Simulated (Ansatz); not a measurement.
Reaction (SMILES): O=[CH] (CH-O) → CHO+ (singlet, bonded as [CH]=O) + e-
B3LYP-D3(BJ)/def2-TZVP geometries, fixed; electronic energies without zero-point terms.
Largest species:
```
C
O 1 1.1718
H 1 1.1249 2 124.43
```
Charge 0, spin multiplicity 2.

Effect of the final integration grid (spheres per factor e of radius in core and valence, angular degree) at PBE/aug-cc-pVQZ with Ansatz (a program for electronic structure), against the last row, where the adiabatic ionisation energy is 8.30 eV. Open shells are unrestricted. The default's grid is 13, 11, 36.

| setting | largest shift of a total energy (mEh) | shift of the adiabatic ionisation energy (eV) |
|---|---|---|
| accuracy: medium (default) | 0.000 | 0.000 |
| final_grid: 4, 3, 11 | 1.390 | -0.033 |
| final_grid: 6, 5, 17 | 0.040 | -0.001 |
| final_grid: 8, 7, 23 | -0.001 | 0.000 |
| final_grid: 10, 9, 29 | 0.001 | 0.000 |
| final_grid: 18, 15, 47 | 0.000 | 0.000 |
| final_grid: 26, 22, 59 | 0.000 | 0.000 |

Within 0.01 eV in the adiabatic ionisation energy: accuracy: medium (default); final_grid: 6, 5, 17; final_grid: 8, 7, 23; final_grid: 10, 9, 29; final_grid: 18, 15, 47. The largest shift is 1.390 mEh in a total energy and 0.033 eV in the difference.
